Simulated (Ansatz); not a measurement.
Method: frozen-core CCSD(T)/cc-pVTZ // r2SCAN-D4/def2-TZVP run with Ansatz (an electronic-structure program).

Ansatz 0.2 input:
```yaml
crystal:
  periodic: [false, false, false]
  atoms:
    - { symbol: N, position_ang: [-0.001308, 0.428309, -0.000001] }
    - { symbol: H, position_ang: [0.803865, -0.211702, -0.000003] }
    - { symbol: H, position_ang: [-0.802558, -0.216607, 0.000003] }
basis:
  gaussian: { orbitals: cc-pVTZ }
correlation:
  method: ccsd_t
magnetization:
  spin_polarized: true
  initial_magnetization: 1
```

Output:

```
Functional definition: HF
338 factors; integrals over basis functions are off by at most 4.6e-4 eV
mean field evaluation 1: about -1511.8657 eV, gradient 1.3e1 eV
mean field evaluation 2: about -1511.8661 eV, gradient 1.3e1 eV
mean field evaluation 4: about -1512.5542 eV, gradient 1.3e0 eV
mean field evaluation 8: about -1512.5656 eV, gradient 1.1e-3 eV
mean field evaluation 16: about -1512.5656 eV, gradient 2.5e-6 eV
mean field evaluation 32: about -1510.3156 eV, gradient 9.9e-2 eV
mean field -1512.56559877 eV, -55.5857605011 hartree, gradient 2.5e-6 eV, S^2 0.759001; 1 other end points of the search recorded, 0 dependent functions left out
determinant -1512.56559877 eV, -55.5857605011 hartree, with singles and doubles -1518.12599664 eV, -55.7901013536 hartree
determinant -1510.31546136 eV, -55.5030694762 hartree, with singles and doubles -1515.91453019 eV, -55.7088314607 hartree
1 core orbitals not correlated
reference -1512.56559877 eV, -55.5857605011 hartree; 4, 3 occupied and 53, 54 virtual orbitals, 338 factors
second order -5.02743166 eV of doubles, -0.00000000 eV of singles
cycle   1  -5.49023066 eV  change   -4.7e-1 eV  update   1.2e-2
cycle   2  -5.50127672 eV  change   -1.1e-2 eV  update   2.9e-3
cycle   3  -5.50172010 eV  change   -4.4e-4 eV  update   1.1e-3
cycle   4  -5.50199727 eV  change   -2.8e-4 eV  update   4.3e-4
cycle   5  -5.50209696 eV  change   -1.0e-4 eV  update   1.4e-4
cycle   6  -5.50211258 eV  change   -1.6e-5 eV  update   4.3e-5
cycle   7  -5.50213935 eV  change   -2.7e-5 eV  update   1.4e-5
cycle   8  -5.50213725 eV  change    2.1e-6 eV  update   5.1e-6
perturbative correction -0.15389017 eV, -0.0056553595 hartree
Total energy: -1518.22162620 eV, -55.7936156753 hartree
```

Cost: very roughly 2.2 core-seconds.
